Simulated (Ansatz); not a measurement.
BH4SSi+: where a starting geometry ends

The starting geometry of this gas-phase singlet was optimised with GFN2-xTB; its bonds are those of `B=[S+][SiH3]`.

```xyz
7

B    -1.8082   -0.5918   -1.4142
S    -0.8990   -0.1114   -0.1813
Si   -0.8649   -1.1220    2.0161
H    -2.3979   -0.8378   -2.3640
H    -1.8218   -0.2119    2.6347
H     0.5600   -0.8948    2.2163
H    -1.3216   -2.4638    1.6677
```

**Question.** Predict what it relaxes into with PBE0-D3(BJ)/pcseg-1.

**Answer.** New bonds form, giving a structure with H7 bridging B1 and Si3, given below by its coordinates. Distances that change by over a tenth: S2–Si3 (2.42 → 2.12 Å), Si3–H7 (1.46 → 1.69 Å). Contacts that close: B1–Si3 (3.60 → 2.18 Å), B1–H7 (3.64 → 1.33 Å).

The energy falls by 0.69 eV over 20 steps:

```tsv
step	E − E(last) (eV)
1	0.694
3	0.496
5	0.456
7	0.433
9	0.410
12	0.370
14	0.041
16	0.001
18	0.000
20	0.000
```

Final geometry (Å):

```yaml
atoms:
  - { symbol: B, position_ang: [-1.5905, -0.9819, -0.4689] }
  - { symbol: S, position_ang: [-0.8507, 0.5624, -0.1740] }
  - { symbol: Si, position_ang: [-0.8600, -0.6621, 1.5565] }
  - { symbol: H, position_ang: [-2.0995, -1.5560, -1.3749] }
  - { symbol: H, position_ang: [-1.9076, -0.4109, 2.5662] }
  - { symbol: H, position_ang: [0.3852, -1.3810, 1.8922] }
  - { symbol: H, position_ang: [-1.6305, -1.8038, 0.5780] }
```

Frequencies at the end are all real (lowest 456 cm⁻¹). Run with Ansatz 0.2.0, 88 s on 1 thread of Intel(R) Xeon(R) Processor @ 2.50GHz (Skylake/Cascade Lake), on a shared host.
